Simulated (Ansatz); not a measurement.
Basis-set extrapolation for BClH4Si (`[SiH3]BCl`) (PBE0-D4/def2-TZVP geometry, frozen core, Ansatz 0.2.0). Multiplicity 1, RHF reference.

```csv
,def2-TZVPP,def2-QZVPP
HF,-775.489627,-775.512437
MP2 correlation,-0.416447,-0.451428
CCSD(T) correlation,-0.485475,-0.518238
```

Energies in hartree. Use E(X) = E(∞) + A·exp(−7.88·√X) for Hartree–Fock and E(X) = E(∞) + B·X^(−2.97) for correlation, with X = 3 and 4.

**Question.** What is the CCSD(T) energy at the basis-set limit?

**Answer.** HF limit: -775.512437 + (-0.022810) × 0.13774 = -775.51558. Correlation limit: -0.518238 + (-0.032763) × 0.74074 = -0.54251. Total: -776.05809 hartree, 2.26 eV below CCSD(T)/def2-TZVPP.
